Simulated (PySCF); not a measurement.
# Peak assignment

Atoms are numbered as in `[N:1]#[C:2][C:3]1=[CH:4][CH2:5][CH2:6]1`. Each H is labelled by its parent atom.

PySCF 2.14.0 with density-fitted response routines calculation with couplings computed with B3LYP/pcJ-1 (spin–dipole term only in couplings to heteroatoms), shielding tensors at PBE0/pcSseg-1 (GIAO) and structure optimised with PBE0-D3(BJ)/def2-SVP; averaged over atoms made equivalent by symmetry, fast rotation or ring inversion, no solvent model, relativity neglected, one conformer.

Shifts are taken against calculated references (same method and geometry level): TMS for ¹³C (σ = 184.41 ppm), ¹H (σ = 31.27 ppm).

(1) Assign these signals to the numbered atoms. ¹³C{¹H} NMR (computed): δ 162.3 (CH), 127.0 (C), 118.7 (C), 35.1 (CH2), 31.9 (CH2).

(2) Assign these signals to the numbered atoms. ¹H NMR (600 MHz, computed): δ 6.86 (tt, J = 2.2, 1.2 Hz, 1H), 2.78 (m, 2H), 2.59 (m, 2H).

## Answers

(1) 
| δ (ppm) | atoms | environment | reason |
| --- | --- | --- | --- |
| 162.3 | C4 | alkene CH | an sp2 carbon of a C=C bond |
| 127.0 | C3 | fully substituted alkene carbon | as expected for a trigonal carbon in a double bond |
| 118.7 | C2 | nitrile carbon | typical of a nitrile |
| 35.1 | C6 | allylic sp3 CH2 | saturated and bonded to C and H only |
| 31.9 | C5 | allylic sp3 CH2 | – |

(2) 
```tsv
δ (ppm)	atoms	environment	reason
6.86	H(C4)	hydrogen on an alkene CH	attached to an sp2 carbon and in the plane of the double bond
2.78	H(C6)	hydrogen on an allylic sp3 CH2	allylic position
2.59	H(C5)	hydrogen on an allylic sp3 CH2	–
```

Multiplet labels drop couplings under 1 Hz and merge nearly equal ones. Couplings among chemically equivalent protons are left out too, so labels in AA′BB′ or AA′XX′ sets are apparent multiplicities. Unscaled 3J(H,H) at this level run about 10 % above measured values. Shifts are as computed. Against solution values, carbons near 30 ppm lie about +2 ppm off and those near 130 ppm about +5 ppm. Of 1211 compounds with measured shifts, 218 miss one by over three times the rms of a fit or turn the order of signals round; such compounds aren't used in these exercises.
